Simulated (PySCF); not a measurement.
**Gas-phase XPS of `[S-]c1ccco1`, computed**

Species: C4H3OS (charge -1).
SMILES with atom numbers: `[S-:1][c:2]1[cH:3][cH:4][cH:5][o:6]1`

Computed with PySCF 2.14.0, delta-SCF UKS SCAN, pcX-2 on the ionised atom, pcseg-1 elsewhere, spin-free X2C. Binding energies are ΔSCF values: E(core-ionised, relaxed orbitals) − E(ground state) at a fixed geometry, referred to the vacuum level.

Problem. List the computed XPS lines with their assignment.

Solution. 
```tsv
atom(s)	bonded to	level	binding energy (eV)	above the level's lowest (eV)	count
S1	C	S 1s	2469.57	0.00	1
C2	O (aromatic in the SMILES), S and C (aromatic in the SMILES)	C 1s	286.79	+2.05	1
C3	2 C (aromatic in the SMILES) and H	C 1s	284.74	0.00	1
C4	2 C (aromatic in the SMILES) and H	C 1s	285.71	+0.97	1
C5	O (aromatic in the SMILES), C (aromatic in the SMILES) and H	C 1s	286.22	+1.48	1
O6	2 C (aromatic in the SMILES)	O 1s	534.45	0.00	1
```

The listed C 1s values span 2.05 eV, from C3 (bonded to 2 C (aromatic in the SMILES) and H) to C2 (bonded to O (aromatic in the SMILES), S and C (aromatic in the SMILES)). Summing the Pauling electronegativity differences to the bonded atoms, each weighted by its formal bond order, gives -0.35 for the lowest site and +1.37 for the highest; no listed site has a larger sum than the highest.

Problem. Which photon energy gives electrons from S 1s of S1 a kinetic energy of 20 eV, and what is their de Broglie wavelength?

Solution. hν = 2469.57 + 20 = 2489.57 eV, recoil neglected; λ = 12.264 Å/√(E/eV) = 2.74 Å.

Problem. Give the binding energy of S 1s of S1 in hartree and in kJ/mol.

Solution. 2469.57 eV = 90.7550 Eh = 238277 kJ/mol.

Not every level is listed. The unrestricted hole states depart most from a pure doublet (⟨S²⟩ = 0.75; over 0.85 named) for C 1s of C2 (0.85) and C 1s of C4 (0.89), which makes these values less certain. The species carries charge -1, so core ionisation leaves a neutral species. The basis sets have no added diffuse functions. Isolated species at its GFN2-xTB geometry, gas phase.
